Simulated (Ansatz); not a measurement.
Z-matrix (Å, degrees):
```
C
N 1 1.242
F 1 1.329 2 120.0
H 1 1.092 2 129.8 3 -180.0
H 2 1.016 1 110.6 3 -180.0
```

Charge 0, multiplicity 1.

**Question.** List the CAM-B3LYP/def2-TZVPP orbital energies in eV (Ansatz 0.2.0). (An estimate is asked.)

**Answer.** Computed: Occupied: -674.37, -391.75, -282.52, -36.27, -27.63, -19.79, -17.63, -15.85, -15.40, -13.28, -10.89, -10.32. Lowest empty: 1.02, 2.03, 3.20, 4.23, 5.44, 6.50, 8.36, 9.01.
